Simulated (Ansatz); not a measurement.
Geometry optimisation, RKS B3LYP-D4/def2-SVP in Ansatz 0.2.0.

Input:

```yaml
crystal:
  periodic: [false, false, false]
  atoms:
    - { symbol: Si, position_ang: [0.0, 0.0, 0.0] }
    - { symbol: H, position_ang: [0.9994, 0.0, 1.3254] }
    - { symbol: H, position_ang: [1.5827, 0.0, 0.5009] }
    - { symbol: H, position_ang: [-0.6877, 1.1914, -0.4862] }
    - { symbol: O, position_ang: [-0.7913, -1.3709, -0.5594] }
    - { symbol: C, position_ang: [-1.5365, -2.2685, 0.2501] }
    - { symbol: H, position_ang: [-1.2251, -2.1576, 1.3097] }
    - { symbol: H, position_ang: [-2.6187, -2.04, 0.1571] }
    - { symbol: H, position_ang: [-1.349, -3.3106, -0.083] }
basis:
  gaussian: { orbitals: def2-SVP }
hamiltonian:
  xc: b3lyp
  dispersion: d4
relax:
  f_tol: 0.15
  max_steps: 25
  restrain:
    - { distance: [1, 2], at: 0.66, k: 30.0 }
    - { distance: [0, 1], at: 2.66, k: 30.0 }
    - { distance: [0, 2], at: 2.66, k: 30.0 }
```

Launched with:

```bash
$ ansatz run input.yaml --threads 1 --pin off --max-ram 2048MiB --backend cpu --events-out ev --progress --plain --runs-dir out
```

**Question.** Where does it end, and by what steps?

**Answer.** The forces met the threshold. The restraints hold the end off the free minimum; the threshold counts their pulls, which the force column leaves out. Restrained pairs: H2–H3 (1.01 → 0.72 Å), Si1–H2 (1.66 → 2.66 Å), Si1–H3 (1.66 → 2.66 Å). After 16 steps the energy has fallen by 1.950 eV (the restraints' own energy left out); Si1 moved furthest, 1.01 Å.

```csv
step,energy less start (eV),largest force component (eV/Å),accepted
0,0.0000,3.390,yes
1,1.2270,4.227,yes
2,2.4175,3.634,yes
3,2.6820,2.470,yes
4,1.1244,6.660,yes
5,-0.4358,3.417,yes
6,-1.2503,1.958,yes
7,-1.7324,1.207,yes
8,-1.8236,1.540,yes
9,-1.7459,3.684,no
10,-1.8798,1.736,yes
11,-1.9191,1.703,yes
12,-1.9391,1.718,yes
13,-1.9473,1.129,no
14,-1.9450,1.701,yes
15,-1.9465,1.726,yes
16,-1.9498,1.736,yes
```

```xyz
9
Properties=species:S:1:pos:R:3
Si -0.822 0.271 0.528
H 1.753 -0.006 1.137
H 1.835 0.142 0.438
H -0.238 1.049 -0.658
O -1.103 -1.141 -0.333
C -1.649 -2.321 0.222
H -1.899 -2.208 1.294
H -2.570 -2.591 -0.322
H -0.935 -3.152 0.109
```

Run time: 42 s on 1 thread of Arm Neoverse V1, with other jobs on the host, peak memory 0.14 GiB.
